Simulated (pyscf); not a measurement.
Optimised with ωB97X-D3(BJ)/def2-SVP in PySCF.

SMILES: [O]=[W](=[O])([OH])[Cl]
```xyz
6

O      0.2901     0.2053     0.9579
W     -1.2569    -0.2429     0.4367
O     -1.0630    -1.5631    -0.6045
O     -2.0192     1.1897    -0.4966
Cl    -2.5012    -0.8912     2.2321
H     -2.3409     1.2731    -1.4013
```

Task: How much does it cost (ΔH, 298 K, ωB97M-D3(BJ)/def2-TZVP) to split O=W(=O)(OH)–Cl at its O–W bond into [O=W(=O)–Cl]• + OH•?

Result: O–W to [O=W(=O)–Cl]• + OH•: 114.8 kcal/mol. The 7 functionals that were run give +112.7 (M06-2X) to +120.4 kcal/mol (PBE). The radicals are drawn with the spin at the cut bond; how far it spreads was not checked. Other isomers of [O=W(=O)–Cl]• were not searched in full and may lie lower. Left out: the spin-orbit lowering of OH. Open-shell species with a d-block atom are single-reference here; other states, and whether the spin sits on metal or ligand, were not checked. Elements past Kr carry the def2 core potentials, without spin-orbit coupling.
